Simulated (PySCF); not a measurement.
Stepwise substitution at one centre (B Cl-NH2). All species are isolated molecules in the gas phase. Strings in code marks are SMILES.

The HOMO–LUMO gap from two functionals at the same geometries (CAM-B3LYP-D3(BJ)/def2-TZVP), both in PySCF: PBE-D3(BJ)/def2-TZVP and TPSSh-D3(BJ)/def2-TZVP. 

```json
[
 {"species": "0 of 3 Cl replaced by NH2 (`B(Cl)(Cl)Cl`)", "TPSSh-D3(BJ)/def2-TZVP (eV)": "6.20"},
 {"species": "1 of 3 Cl replaced by NH2 (`NB(Cl)Cl`)", "TPSSh-D3(BJ)/def2-TZVP (eV)": "7.54"},
 {"species": "2 of 3 Cl replaced by NH2 (`NB(N)Cl`)", "TPSSh-D3(BJ)/def2-TZVP (eV)": "7.01"}
]
```

Task: What does PBE-D3(BJ)/def2-TZVP give for each?

Result: 
- 0 of 3 Cl replaced by NH2 (`B(Cl)(Cl)Cl`): 5.04
- 1 of 3 Cl replaced by NH2 (`NB(Cl)Cl`): 6.36
- 2 of 3 Cl replaced by NH2 (`NB(N)Cl`): 5.85
Over these rows, drawn at random from the members with no instability flagged (it was tested for open shells, ions and some series alone), PBE minus TPSSh-D3(BJ): mean -1.17 eV, from -1.17 eV to -1.16 eV.
